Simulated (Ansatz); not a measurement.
Consider Rh in the fcc (Cu type) structure (space group Fm-3m, No. 225).

```xyz
1
Lattice="0.0000 1.8900 1.8900 1.8900 0.0000 1.8900 1.8900 1.8900 0.0000" Properties=species:S:1:pos:R:3 pbc="T T T"
Rh     0.0000     0.0000     0.0000
```

Level of theory: Kohn–Sham DFT with the PBEsol functional, run in Ansatz (a program for electronic structure) with PAW and 420 eV plane waves, no spin-orbit coupling.

The change: full substitution Rh → Ag, then cell and atoms are relaxed.

Measured lattice parameter a: Rh 3.794 Å (static lattice; corrected from measurement; as listed in Daniel Mejia-Rodriguez, S. B. Trickey, Phys. Rev. B (2018)); Ag 4.062 Å (static lattice; corrected from measurement; as listed in Daniel Mejia-Rodriguez, S. B. Trickey, Phys. Rev. B (2018)).

Problem. How well does PBEsol reproduce the measured shift?

Solution. With PBEsol the lattice parameter a moves by +0.274 Å (3.780 → 4.054) against +0.268 Å measured.

No phonon test of stability was made. All final runs are without spin polarisation.
